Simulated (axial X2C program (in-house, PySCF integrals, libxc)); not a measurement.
## Outer orbitals of SiO at 1.520 Å, PBE0

Computed with an in-house relativistic program for diatomic molecules. Spin-free means the one-electron spin-free X2C Hamiltonian; two-component (2c) means X2C with spin–orbit coupling and atomic mean-field two-electron Coulomb and Gaunt terms, so the difference of the two also holds small scalar two-electron terms. Basis: Si dyall-v3z [8s7p2d1f], O dyall-av3z [7s6p3d2f] (cores contracted in-house); Gaussian nuclei, density fitting, unrestricted open shells. Masses: Si 27.977 u, O 15.995 u.

The distance is close to the 2c PBE0 minimum; the highest filled and lowest empty levels are listed.

Spin-free orbitals, state M_S = 0, Λ = 0 (closed shell) (Löwdin shares):

```
symmetry  occupied  ε (eV)             atomic character
      σα       yes  -26.38   69% O s, 11% Si p, 8% Si s
      σα       yes  -12.41    51% O p, 34% Si s, 8% O s
     π+α       yes   -9.45   76% O p, 17% Si p, 4% Si d
     π-α       yes   -9.45   76% O p, 17% Si p, 4% Si d
      σα       yes   -8.82  39% O p, 28% Si p, 24% Si s
     π-α        no   -2.04  66% Si p, 14% O p, 12% Si d
     π+α        no   -2.04  66% Si p, 14% O p, 12% Si d
      σα        no    0.50   59% Si p, 24% Si d, 7% O p
      σα        no    2.03  42% O s, 21% Si s, 20% Si p
```

One partner of each degenerate Kramers or spin pair is listed.

Spinors with spin–orbit coupling (state Ω = 0):

| ω | occupied | ε (eV) | atomic character | λ mixture |
| --- | --- | --- | --- | --- |
| 1/2 | yes | -26.39 | 69% O s, 11% Si p, 8% Si s | 100% σ |
| 1/2 | yes | -12.41 | 51% O p, 34% Si s, 8% O s | 100% σ |
| 1/2 | yes | -9.45 | 76% O p, 17% Si p, 4% Si d | 100% π |
| 3/2 | yes | -9.44 | 76% O p, 17% Si p, 4% Si d | 100% π |
| 1/2 | yes | -8.82 | 39% O p, 28% Si p, 24% Si s | 100% σ |
| 1/2 | no | -2.05 | 65% Si p, 14% O p, 12% Si d | 100% π |
| 3/2 | no | -2.04 | 66% Si p, 14% O p, 12% Si d | 100% π |
| 1/2 | no | 0.51 | 59% Si p, 24% Si d, 7% O p | 100% σ |
| 1/2 | no | 2.08 | 40% O s, 22% Si s, 20% Si p | 100% σ |

One partner of each degenerate Kramers or spin pair is listed.

Mulliken charges and populations of the two-component result (they depend on the basis, above all on diffuse functions):

Si 0.45 e (s 5.74 p 7.57 d 0.20 f 0.03), O -0.45 e (s 3.86 p 4.56 d 0.03).

The state is a single determinant with fixed occupations, the lowest that a limited PBE0 search found.
